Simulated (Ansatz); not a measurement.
Ideal-gas functions of `FC(F)=NP` at 600 K and 1 bar, from an Ansatz frequency run at PBE0-D4/def2-TZVP.

Molar mass 97.0 g/mol, point group C1 (symmetry number 1), electronic degeneracy 1, moments of inertia 47.239, 215.325, 259.194 u Å². Harmonic wavenumbers (cm⁻¹, unscaled): 148, 165, 210, 472, 597, 708, 745, 914, 923, 1060, 1120, 1278, 1887, 2369, 2422.

Use S(trans) = R[1.5 ln M + 2.5 ln T − 1.1517]; rotational temperatures θ = 24.2544 K / I; S(rot) = R[ln(√π/σ · √(T³/θAθBθC)) + 1.5]; for each mode x = 1.438777 ν̃/T, S = R[x/(eˣ − 1) − ln(1 − e⁻ˣ)] and H = RT x/(eˣ − 1); 1 cm⁻¹ = 0.0119627 kJ/mol; R = 8.31446 J/(mol·K).

By hand: the entropy, in J/(mol·K).

Translation 180.4. Rotation: θ = 0.5134, 0.1126, 0.0936 K, giving 118.7. Vibration, mode by mode: 16.97, 16.08, 14.11, 7.71, 6.01, 4.85, 4.51, 3.28, 3.22, 2.49, 2.22, 1.64, 0.50, 0.19, 0.17, in all 84.0. Electronic 0.0. Sum 383.1 J/(mol·K).

By hand: H − E and G − E in kJ/mol, counted from the electronic energy.

Zero-point energy ½ × 15018 × 0.0119627 = 89.8; thermal vibration 26.7; translation, rotation and pV give 4 RT = 20.0. H − E = 136.5 kJ/mol, and G − E = 136.5 − 600 × 383.1/1000 = -93.4 kJ/mol.

Vibration gives 22 % of the entropy, 17.0 J/(mol·K) of it from the mode under 150 cm⁻¹: soft modes count most, and the harmonic formula is weakest for them. The sum counts one conformer and one mirror image; others add a mixing term.
